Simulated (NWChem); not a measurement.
The numbers come from NWChem runs, not from measurements. System: F (-1), charge -1, spin multiplicity 1. Level: MP2/aug-cc-pVTZ, 1 core orbitals frozen.

NWChem printed:

```
             Northwest Computational Chemistry Package (NWChem) 7.3.0
             --------------------------------------------------------

                                NWChem Input Module
                                -------------------

 Scaling coordinates for geometry "geometry" by  1.889725989
 (inverse scale =  0.529177249)

                             Geometry "geometry" -> ""
                             -------------------------

 Output coordinates in angstroms (scale by  1.889725989 to convert to a.u.)

  No.       Tag          Charge          X              Y              Z
 ---- ---------------- ---------- -------------- -------------- --------------
    1 F                    9.0000     0.00000000     0.00000000     0.00000000

 Effective nuclear repulsion energy (a.u.)       0.0000000000

            Nuclear Dipole moment (a.u.)
            ----------------------------
        X                 Y               Z
 ---------------- ---------------- ----------------
     0.0000000000     0.0000000000     0.0000000000

      Symmetry information
      --------------------

 Group name             D2h
 Group number             26
 Group order               8
 No. of unique centers     1

      Symmetry unique atoms

     1


 Summary of "ao basis" -> "" (spherical)
 ------------------------------------------------------------------------------
       Tag                 Description            Shells   Functions and Types
 ---------------- ------------------------------  ------  ---------------------
 *                        aug-cc-pvtz                 on all atoms

 Summary of "ao basis" -> "ao basis" (spherical)
 ------------------------------------------------------------------------------
       Tag                 Description            Shells   Functions and Types
 ---------------- ------------------------------  ------  ---------------------
 F                        aug-cc-pvtz               14       46   5s4p3d2f

                                 NWChem SCF Module
                                 -----------------

  ao basis        = "ao basis"
  functions       =    46
  atoms           =     1
  closed shells   =     5
  open shells     =     0
  charge          =  -1.00
  wavefunction    = RHF
  use symmetry    = T
  symmetry adapt  = T

 Summary of "ao basis" -> "ao basis" (spherical)
 ------------------------------------------------------------------------------
       Tag                 Description            Shells   Functions and Types
[...]
           0.000000000000           0.000000000000           0.000000000000

  Mulliken analysis of the total density
  --------------------------------------

    Atom       Charge   Shell Charges
 -----------   ------   -------------------------------------------------------
    1 F    9    10.00   1.95  1.05  0.26  0.69  0.04  1.52  2.43  1.72  0.32  0.00  0.00  0.00 -0.00  0.00

       Multipole analysis of the density wrt the origin
       ------------------------------------------------

     L   x y z        total         open         nuclear
     -   - - -        -----         ----         -------
     0   0 0 0     -1.000000      0.000000      9.000000

     1   1 0 0      0.000000      0.000000      0.000000
     1   0 1 0     -0.000000      0.000000      0.000000
     1   0 0 1      0.000000      0.000000      0.000000

     2   2 0 0     -5.329088      0.000000      0.000000
     2   1 1 0     -0.000000      0.000000      0.000000
     2   1 0 1      0.000000      0.000000      0.000000
     2   0 2 0     -5.329088      0.000000      0.000000
     2   0 1 1      0.000000      0.000000      0.000000
     2   0 0 2     -5.329088      0.000000      0.000000

                   NWChem MP2 Semi-direct Energy/Gradient Module
                   ---------------------------------------------

  Basis functions       =     46
  Molecular orbitals    =     46
  Frozen core           =      1
  Frozen virtuals       =      0
  Active alpha occupied =      4
  Active beta occupied  =      4
  Active alpha virtual  =     41
  Active beta virtual   =     41
  Use MO symmetry       = T
  Use skeleton AO sym   = T

  AO/Fock/Back tols     =   1.0D-09  1.0D-09  1.0D-09

 GA uses MA = F    GA memory limited = T

 Available:
  local mem=  1.26D+08
 global mem=  1.44D+08
 local disk=  0.00D+00
  mp2_memr nvloc                    41
  nvloc new                    41
   1 passes of   4:        3145728                      12513                    606448.
   1 passes of   4: M    126154787           G      144174968           F     123009059.

 Semi-direct pass number   1 of   1  for RHF alpha+beta  at        0.2s
  vrange nnbf                  1081
  mp2_eaftype                    10  avail_ma_in_mb                  1099
 EAF : mp2_eaftype filesize          10     303224.
  mp2_eaf for mointskh                     10
Node 0 wrote      1.4 Mb in      0.0 s     Agg I/O rate:  1852.8 Mb/s
 Done moints_semi at        0.3s
  mp2_eaftype                    10  avail_ma_in_mb                  1089
 EAF : mp2_eaftype filesize          10     303224.
  mp2_eaf for kh                    10
 Done maket at        0.3s
 Done multipass loop at        0.3s

          -------------------------------------------
          SCF energy                 -99.450807022280
          Correlation energy          -0.295071529294
          Singlet pairs               -0.177649623791
          Triplet pairs               -0.117421905503
          Total MP2 energy           -99.745878551574
          -------------------------------------------

          ---------------------------------------------------
                    Spin Component Scaled (SCS) MP2
          Same spin pairs                     -0.078281270335
          Same spin scaling factor             0.333333333333
          Opposite spin pairs                 -0.216790258959
          Opposite spin scaling fact.          1.200000000000
          SCS-MP2 correlation energy          -0.286242067529
          Total SCS-MP2 energy               -99.737049089809
          ---------------------------------------------------

 -----------------------
 Performance information
 -----------------------

 Timer overhead =  1.27D-07 seconds/call

               Nr. of calls         CPU time (s)                 Wall time (s)                GFlops
             ---------------    -------------------     ------------------------------   -------------------
Name         Min   Avg   Max    Min     Avg     Max     Min     Avg     Max   Mx/calls   Min     Max     Sum
mp2: moin     1     1     1   0.12    0.12    0.12     0.12    0.12    0.12    0.12      0.0     0.0     0.0
mp2: make     1     1     1   5.21E-3 5.21E-3 5.21E-3  5.21E-3 5.21E-3 5.21E-3 5.21E-3   0.0     0.0     0.0
mp2: tota     1     1     1   0.15    0.15    0.15     0.15    0.15    0.15    0.15      0.0     0.0     0.0

 The average no. of pstat calls per process was 3.00D+00
 with a timing overhead of 3.80D-07s

 Task  times  cpu:        0.3s     wall:        0.3s

 Total times  cpu:        0.3s     wall:        0.3s
```

Q: Write an NWChem input that would produce this output.

A: One answer among several that fit: 
```
start mol
memory heap 200 mb stack 900 mb global 1100 mb
charge -1
geometry units angstroms nocenter noautoz
  F      0.000000     0.000000     0.000000
  symmetry group D2h
end
basis spherical
  * library aug-cc-pvtz
end
scf
  rhf
  nopen 0
  maxiter 100
  thresh 1e-7
  semidirect memsize 60000000 filesize 0
end
mp2
  freeze core 1
end
task mp2 energy
```
